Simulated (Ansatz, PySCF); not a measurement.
UKS-B3LYP/6-31G* against FCI for diatomic hydrides: energy from the minimum to the longest scanned distance (2.9 to 4 times the starting length).

Values in kJ/mol, from Ansatz (an electronic-structure program) and PySCF. Where two bases are given, the first is that of UKS-B3LYP/6-31G*. Full CI is exact in its basis, with frozen cores. Scans on which UKS-B3LYP/6-31G* failed, held another spin at the minimum or broke off are missing, so the means are lower bounds.

```tsv
system	basis	UKS-B3LYP/6-31G*	FCI	UKS-B3LYP/6-31G* − FCI
HF singlet	6-31G* / def2-SVP	533	539	-6
HMg doublet	6-31G* / aug-cc-pVQZ	138	137	1
HMg doublet	6-31G* / cc-pVDZ	138	117	21
HBe cation singlet	6-31G* / cc-pVQZ	296	305	-9
HGa singlet	6-31G* / cc-pVQZ	282	287	-5
HLi singlet	6-31G* / cc-pVTZ	238	236	2
HMg doublet	6-31G* / aug-cc-pVTZ	138	135	3
HLi singlet	6-31G* / def2-SVP	238	212	26
HP triplet	6-31G* / def2-TZVP	312	288	24
HAl singlet	6-31G* / cc-pVTZ	301	301	0
HGe doublet	6-31G* / cc-pVTZ	285	277	8
HO doublet	6-31G* / cc-pVDZ	425	395	30
HSi doublet	6-31G* / aug-cc-pVTZ	306	301	5
```

Problem. What do these rows say about the size and sign of the difference from FCI?

Solution. The mean difference from FCI is 8 kJ/mol (median 3) and the mean absolute one 11 kJ/mol (median 6); UKS-B3LYP/6-31G* lies above in 9 and below in 4 of 13 cases. It is closest for HAl singlet (0), HMg doublet (1), HLi singlet (2) and furthest off for HO doublet (30), HLi singlet (26), HP triplet (24).
